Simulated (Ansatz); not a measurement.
For 1T (CdI2-type) HfS₂, PBEsol+SOC (Ansatz, a quantum-chemistry and plane-wave program, PAW) gives:

- lattice parameter a = 3.590 Å
- c axis length = 5.943 Å
- band gap at the measured cell (atoms relaxed with PBEsol) = 0.92 eV

Q: What does PBE0 (Ansatz, plane waves, PAW) give for the same quantities?

A: 
- lattice constant a: 3.649 Å (rises by 1.6 %)
- lattice parameter c: 6.598 Å (grows by 11 %)
- band gap at the measured cell (atoms relaxed with PBEsol): 2.53 eV (rises by 1.61 eV)

For comparison: lattice constant a 3.635 Å (measured, temperature not stated, not corrected to a static lattice; as tabulated in Björkman (2014), arXiv:1406.2436); lattice parameter c 5.83 Å (measured, temperature not stated, zero-point anharmonic expansion removed (computed with revB86b-DF2); no thermal correction; as tabulated in Björkman (2014), arXiv:1406.2436); band gap 1.8 eV (measured, temperature not stated, no zero-point or thermal correction, fundamental, indirect, our sources range from 1.80 to 1.96; as tabulated in Rybak et al. (2022), arXiv:2210.12074).

Changes are worked out from the printed values.

Unless a cell is named, each level is at its own relaxed cell (PBEsol+SOC 22.11, PBE0 25.36 Å³/atom).

Levels without +SOC leave out spin–orbit coupling, which shifts energies and cells of such heavy elements.

Spin–orbit coupling is included only where a level's name says +SOC; with heavier elements it mostly lowers gaps and can invert bands. Density-functional gaps are differences of (generalised) Kohn–Sham levels.

Caveats: the cell comes from a level without a dispersion term, which matters for the spacing of layers, chains or molecules (PBEsol+SOC, PBE0). Ansatz's density-functional and Hartree–Fock values are scalar-relativistic unless marked +SOC, with PAW data made under PBE.
